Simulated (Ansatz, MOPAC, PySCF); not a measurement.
Gas-phase reaction in SMILES: C[SiH](C)OC[SiH3] [dimethyl(silylmethoxy)silane] + 5 [H][H] (H2) -> 3 C (CH4) + O (H2O) + 2 [SiH4] (SiH4)

Quantity: energy of full hydrogenation (enthalpy at 298 K), in kcal/mol. Set-up: PM7 with its own dispersion and hydrogen-bond terms; dispersion terms only where a functional's name holds one; spin-orbit terms left out; LANL2DZ with its own core potentials from Na on; non-relativistic; frozen cores in correlated levels; 6-311+G** with 5d, 6d on Na to Ar in Ansatz (a quantum-chemistry and plane-wave program); six Cartesian d functions in 6-31G* and its kin unless marked 5d. CBS(X,Y): correlation extrapolated as X^-3; Hartree-Fock from the larger set. Ab initio and DFT rows: single points at B3LYP-D3(BJ) geometries (Ansatz), with unscaled harmonic terms from B3LYP/6-31G* (Ansatz) at its own minima. Semi-empirical rows: MOPAC heats of formation at their own minima for 298 K.

Coupled cluster (Ansatz) is a level with limits of its own, used here on species with T1 under 0.025 (0.045 for open shells) and stable references: CCSD(T)/CBS(cc-pV(T+d)Z,cc-pV(Q+d)Z).

Value to compare with, CCSD(T)/CBS(cc-pV(T+d)Z,cc-pV(Q+d)Z) (Ansatz): -16.6 kcal/mol.

```tsv
level	program	energy of full hydrogenation (enthalpy at 298 K) (kcal/mol)	difference
PM7	MOPAC	167.7	184.3
HF/LANL2DZ	Ansatz	-50.2	-33.6
PBE/STO-3G	Ansatz	3.9	20.5
BP86/6-31G* (5d)	PySCF	-16.7	-0.1
B3LYP/6-31G*	Ansatz	-21.4	-4.8
M06-2X/6-311+G**	PySCF	-16.4	0.2
PBE/def2-TZVPD	Ansatz	-21.4	-4.8
wB97X-V/def2-TZVPD	Ansatz	-17.9	-1.3
B2PLYP-D3(BJ)/def2-TZVPD	Ansatz + dftd3	-16.3	0.3
```

Among the 6 habitual levels, PM7 lies farthest from CCSD(T)/CBS(cc-pV(T+d)Z,cc-pV(Q+d)Z) (Ansatz) (184.3 kcal/mol); 3 of 6 lie above it, and their mean absolute difference is 40.6 kcal/mol, the median 12.7. One case shows no general order.

The levels are drawn from those run, B3LYP/6-31G* more often than the rest, none by its result; left out are runs that failed, that the program found above a lower state of the same kind, or whose <S^2> lies over 0.5 above the pure value.
